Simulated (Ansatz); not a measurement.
Born–Oppenheimer molecular dynamics of BClH4S (7 atoms, charge 0, multiplicity 1). It starts at the highest image of a converged band, a first-order saddle point between two minima.

All numbers below come from RKS PBE0/def2-SVP in Ansatz.

```yaml
ensemble: NVE (velocity Verlet)
time_step: 0.5 fs
steps_asked: 200
starting_velocities_drawn_for: 100 K
seed: 9371
```

First frame:

```xyz
7
Properties=species:S:1:pos:R:3
B 0.114 -0.371 -0.033
Cl -0.193 0.155 2.004
H 1.196 0.090 -0.283
H -0.881 -0.017 -0.609
S 0.256 -2.263 0.302
H -1.060 -2.572 0.251
H 0.051 -1.271 1.741
```

Task: How far do the bonds stretch over the last three quarters of this one trajectory? (Pairs bonded in most of those frames.)

Result: 
```json
{"bond": "B1–H3", "mean (Å)": "1.204", "spread (Å)": "0.012", "shortest": "1.18", "longest": "1.23"}
{"bond": "B1–H4", "mean (Å)": "1.204", "spread (Å)": "0.014", "shortest": "1.18", "longest": "1.23"}
{"bond": "B1–S5", "mean (Å)": "1.823", "spread (Å)": "0.050", "shortest": "1.75", "longest": "1.91"}
{"bond": "Cl2–H7", "mean (Å)": "1.304", "spread (Å)": "0.025", "shortest": "1.28", "longest": "1.37"}
{"bond": "S5–H6", "mean (Å)": "1.352", "spread (Å)": "0.016", "shortest": "1.33", "longest": "1.38"}
```

Pairs bonded in part of these frames only: B1–Cl2 29 %.

Mean temperature of the second half: 560 K. The conserved energy stayed within 0.041 meV per atom of its start (net change 0.023 meV per atom), so the integration is sound. The kinetic energy rose, since the run started high on the potential surface and went downhill. It ends in pieces (BH3S + ClH), so much of that is their flight and rotation, not heat. A run of 0.1 ps of so small a system gives no equilibrium averages. The orbitals stay closed-shell, which can raise the energy where a bond breaks towards radicals; this wasn't checked here.

Time of the run: 2.4 min on 1 thread of AMD EPYC 9R45 96-Core Processor (Zen 5) (shared host), peak memory 0.15 GiB.
